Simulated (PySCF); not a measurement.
propyne (C3H4), SMILES C(C)#C.

Geometry optimised at ωB97X-D3(BJ)/def2-TZVP.

Two levels are set side by side: TDA-PBE/def2-SVPD (PySCF) and ADC(2)/aug-cc-pVDZ (PySCF). Vertical, same geometry; the bases differ. Differences are taken from unrounded values.

```
quantity                        ADC(2)
------------------------------  ------
lowest singlet excitation (eV)    7.31
```

### Question
What does TDA-PBE give, and how far is it from ADC(2)? (An estimate is asked for; the answer gives what the named calculation found.)

### Answer

```csv
quantity,TDA-PBE,TDA-PBE minus ADC(2)
lowest singlet excitation (eV),6.72,-0.59
```

A lower first singlet is the usual sign of a functional without exact exchange. Differences between two approximate levels are no errors against the true value.

Rough cost on one machine, each run with all the roots and properties that it gave: ADC(2) against TDA-PBE about 9 times.
